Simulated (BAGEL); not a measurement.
**HF/STO-3G (density fitting with qzvpp-jkfit) run of BHO2 (SMILES O=BO)**

What is the energy change on altering one bond length of BHO2 at HF/STO-3G (density fitting with qzvpp-jkfit)? 

The results are computed with BAGEL 1.2.2.

1 further run of the same task is left out (set aside as unsound or not needed). Runs told in other sessions of the task aren't counted.

**1. The structure to begin with**

BHO2: 4 atoms, total charge 0, spin state singlet. SMILES: `O=BO`. The shape is that of a PBE0-D4/def2-TZVP optimisation.

Bond lengths: O1–B2 1.210 Å, B2–O3 1.322 Å, O3–H4 0.960 Å. Angles: O1–B2–O3 177.5°, B2–O3–H4 117.0°.

**2. The energy at HF/STO-3G (density fitting with qzvpp-jkfit)**

Contents of calc.json:

```json
{ "bagel" : [

{
  "title" : "molecule",
  "basis" : "sto-3g",
  "df_basis" : "qzvpp-jkfit",
  "angstrom" : true,
  "geometry" : [
    { "atom" : "O", "xyz" : [      -1.555100,       0.523500,       0.428500 ] },
    { "atom" : "B", "xyz" : [      -0.423900,       0.132000,       0.248600 ] },
    { "atom" : "O", "xyz" : [       0.816700,      -0.302000,       0.108600 ] },
    { "atom" : "H", "xyz" : [       1.162300,      -0.353500,      -0.785700 ] }
  ]
},

{ "title" : "hf", "charge" : 0 },

{ "title" : "print", "file" : "orbitals.molden", "orbitals" : true }

]}
```

Started as:

```console
$ BAGEL_NUM_THREADS=1 BAGEL calc.json > calc.out
```

Output:

```text
* using 1 threads per process

  ===============================================================
  ===============================================================

  *** Geometry ***

  { "atom" : "O", "xyz" : [     -2.938713,      0.989272,      0.809748 ] },
  { "atom" : "B", "xyz" : [     -0.801055,      0.249444,      0.469786 ] },
  { "atom" : "O", "xyz" : [      1.543339,     -0.570697,      0.205224 ] },
  { "atom" : "H", "xyz" : [      2.196429,     -0.668018,     -1.484758 ] },

  Number of auxiliary basis functions:      247

  Since a DF basis is specified, we compute 2- and 3-index integrals:
    o Being stored without compression. Storage requirement is 0.001 GB

  Number of basis functions:       16
  Number of electrons      :       22

    * METHOD: MOLECULE                             0.04

  *** RHF ***

  === Nuclear Repulsion ===
    54.0055765754

      * DIIS with orbital gradients will be used.

  === RHF iteration (sto-3g) ===
      0       -172.56074792          0.04352522           0.00
      1       -172.63316015          0.03665568           0.00
      2       -172.70106482          0.00318918           0.00
      3       -172.70214074          0.00111013           0.00
      4       -172.70231999          0.00032746           0.00
      5       -172.70234067          0.00008682           0.00
      6       -172.70234224          0.00003267           0.00
      7       -172.70234246          0.00001445           0.00
      8       -172.70234250          0.00000269           0.00
      9       -172.70234251          0.00000069           0.00
     10       -172.70234251          0.00000023           0.00
     11       -172.70234251          0.00000008           0.00
     12       -172.70234251          0.00000003           0.00
     13       -172.70234251          0.00000001           0.00
     14       -172.70234251          0.00000001           0.00
    * SCF iteration converged.

    * Permanent dipole moment:
           (   -0.794708,     0.229024,     0.693540) a.u.

    * METHOD: HF                                   0.07

    * METHOD: PRINT                                0.00

  ===============================================================
```

It took 0.24 s on 1 thread of Arm Neoverse V1, shared host.

**3. The distorted shape**

Contents of job.json:

```json
{ "bagel" : [

{
  "title" : "molecule",
  "basis" : "sto-3g",
  "df_basis" : "qzvpp-jkfit",
  "angstrom" : true,
  "geometry" : [
    { "atom" : "O", "xyz" : [   -1.831563,    0.564697,    1.143896 ] },
    { "atom" : "B", "xyz" : [   -0.700363,    0.173197,    0.963996 ] },
    { "atom" : "O", "xyz" : [    0.540237,   -0.260803,    0.823996 ] },
    { "atom" : "H", "xyz" : [    1.162300,   -0.353500,   -0.785700 ] }
  ]
},
{
  "title" : "hf"
},
{
  "title" : "print",
  "file" : "orbitals.molden",
  "orbitals" : true
}

]}
```

Started as:

```console
$ BAGEL_NUM_THREADS=1 BAGEL job.json > job.out
```

Output:

```text
* using 1 threads per process

  ===============================================================
  ===============================================================

  *** Geometry ***

  { "atom" : "O", "xyz" : [     -3.461152,      1.067123,      2.161650 ] },
  { "atom" : "B", "xyz" : [     -1.323494,      0.327295,      1.821688 ] },
  { "atom" : "O", "xyz" : [      1.020900,     -0.492846,      1.557127 ] },
  { "atom" : "H", "xyz" : [      2.196429,     -0.668018,     -1.484758 ] },

  Number of auxiliary basis functions:      247

  Since a DF basis is specified, we compute 2- and 3-index integrals:
    o Being stored without compression. Storage requirement is 0.001 GB

  Number of basis functions:       16
  Number of electrons      :       22

    * METHOD: MOLECULE                             0.04

  *** RHF ***

  === Nuclear Repulsion ===
    51.4931152011

      * DIIS with orbital gradients will be used.

  === RHF iteration (sto-3g) ===
      0       -172.29434314          0.04794849           0.00
      1       -172.41484523          0.03634968           0.00
      2       -172.48815514          0.00520269           0.00
      3       -172.49019494          0.00256036           0.00
      4       -172.49083316          0.00037823           0.00
      5       -172.49085101          0.00010074           0.00
      6       -172.49085298          0.00003611           0.00
      7       -172.49085326          0.00001494           0.00
      8       -172.49085331          0.00000683           0.00
      9       -172.49085332          0.00000230           0.00
     10       -172.49085332          0.00000106           0.00
     11       -172.49085332          0.00000067           0.00
     12       -172.49085332          0.00000011           0.00
     13       -172.49085332          0.00000005           0.00
     14       -172.49085332          0.00000002           0.00
     15       -172.49085332          0.00000001           0.00
     16       -172.49085332          0.00000000           0.00
    * SCF iteration converged.

    * Permanent dipole moment:
           (   -0.819680,     0.233610,     0.747502) a.u.

    * METHOD: HF                                   0.07

    * METHOD: PRINT                                0.00

  ===============================================================
```

Wall time 0.24 s (1 thread of Arm Neoverse V1, shared host).

**4. Outcome**

Level: HF/STO-3G (density fitting with qzvpp-jkfit).

| quantity | value |
| --- | --- |
| first shape: total energy | -172.70234 Eh |
| first shape: dipole moment | 2.74 D |
| first shape: HOMO energy | -9.76 eV |
| first shape: LUMO energy | 10.45 eV |
| first shape: HOMO–LUMO gap | 20.21 eV |
| distorted shape: total energy | -172.49085 Eh |
| distorted shape: dipole moment | 2.88 D |
| distorted shape: HOMO energy | -9.03 eV |
| distorted shape: LUMO energy | 2.81 eV |
| distorted shape: HOMO–LUMO gap | 11.84 eV |
| energy change with the O3–H4 bond stretched from 0.960 to 1.728 Å | 5.755 eV |

What this shows: With the O3–H4 bond stretched from 0.960 to 1.728 Å the energy rises by 5.75 eV (133 kcal/mol). The first shape isn't relaxed at this level, so the change isn't measured from a minimum. A restricted reference can't describe the breaking bond well at this length. The minimal basis adds a large error of its own.
